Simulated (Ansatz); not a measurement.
Two isomers of C3H3F3: A = `CC(F)=C(F)F`, B = `F/C=C(\F)CF`.

Isolated molecules relaxed with PBE0-D4/def2-TZVP in Ansatz; ΔE leaves out vibrations. CCSD(T)/CBS is the MP2 limit (def2-TZVPP, def2-QZVPP) plus CCSD(T) − MP2 in def2-TZVPP, frozen cores. Functionals use def2-TZVPP. Each species was taken in one conformer, which may not be the lowest.

A:

```xyz
9

C    -0.313    0.539   -0.992
C    -0.233    0.128    0.423
F    -1.077    0.756    1.257
C     0.576   -0.782    0.941
F     0.613   -1.117    2.208
F     1.449   -1.468    0.234
H    -0.099    1.606   -1.092
H    -1.318    0.359   -1.385
H     0.403   -0.020   -1.594
```

B:

Z-matrix (Å, degrees):
```
C
F 1 1.372
C 1 1.489 2 110.6
H 1 1.096 2 108.8 3 -121.0
H 1 1.096 2 108.8 3 121.0
C 3 1.321 1 125.9 2 -0.1
F 3 1.336 1 112.3 2 179.9
F 6 1.331 3 121.8 1 -180.0
H 6 1.080 3 122.8 1 -0.1
```

(1) Which is lower in electronic energy at CCSD(T)/CBS, and by how much? (An estimate is asked.)

(2) Give E(B) − E(A) in kcal/mol with ωB97M-V, PBE0-D4, BLYP-D4, LDA (SPW92), PBE-D4, r2SCAN-D4, CCSD(T)/def2-TZVPP. (An estimate is asked.)

(3) Does the order hold for the free energy at 298.15 K (harmonic terms from PBE0-D4)? (An estimate is asked.)

Largest T1 diagnostic: 0.012.

Answers

(1) Ansatz gave: A, by 5.3 kcal/mol.

(2) Computed: ωB97M-V 6.4, PBE0-D4 7.2, BLYP-D4 5.9, LDA (SPW92) 9.7, PBE-D4 7.6, r2SCAN-D4 7.6, CCSD(T)/def2-TZVPP 5.6. None reverses the order clearly.

(3) Ansatz gave: Yes: G(B) − G(A) = +5.6 kcal/mol, for one conformer each.

Leaving LDA and LC-ωPBE aside and taking each functional with its dispersion term where it has one, the values, not all of them listed here, spread over 2.3 kcal/mol, from BHLYP-D4 to r2SCAN-D4. LDA lies +2.2 kcal/mol from PBE without D4. At CCSD(T), def2-SVP lies +2.1 kcal/mol from the extrapolated value and def2-TZVPP +0.3 kcal/mol.
